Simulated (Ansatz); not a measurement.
Relaxation of H5Si (6 atoms, charge 0, multiplicity 2), to a largest force component of 0.03 eV/Å in at most 50 steps.

Theory: UKS PBE-D4/def2-TZVP in Ansatz.

```xyz
6
Properties=species:S:1:pos:R:3
H -0.762 -0.446 -0.173
Si 0.471 0.269 0.099
H -2.410 -1.380 -0.505
H 0.458 0.784 1.502
H 0.606 1.421 -0.845
H 1.638 -0.648 -0.077
```

Question: Where does it end, and by what steps?

Answer: It converged. The force dipped under the threshold on the way, but the program's further checks kept it going. After 6 steps the energy has fallen by 0.047 eV; H3 moved furthest, 0.81 Å.

```
step  energy less start (eV)  largest force component (eV/Å)  accepted
   0                  0.0000                           0.822       yes
   1                 -0.0223                           0.259       yes
   2                 -0.0307                           0.125       yes
   3                 -0.0404                           0.024       yes
   4                 -0.0448                           0.031       yes
   5                 -0.0461                           0.022       yes
   6                 -0.0465                           0.013       yes
```

```xyz
6
Properties=species:S:1:pos:R:3
H -0.648 -0.384 -0.154
Si 0.619 0.354 0.129
H -3.106 -1.775 -0.647
H 0.599 0.865 1.532
H 0.751 1.504 -0.814
H 1.784 -0.564 -0.046
```

Whether the end is a true minimum wasn't checked by a vibrational analysis.

Time of the run: 5.7 s on 2 threads of Arm Neoverse V1 (shared host), peak memory 0.11 GiB.
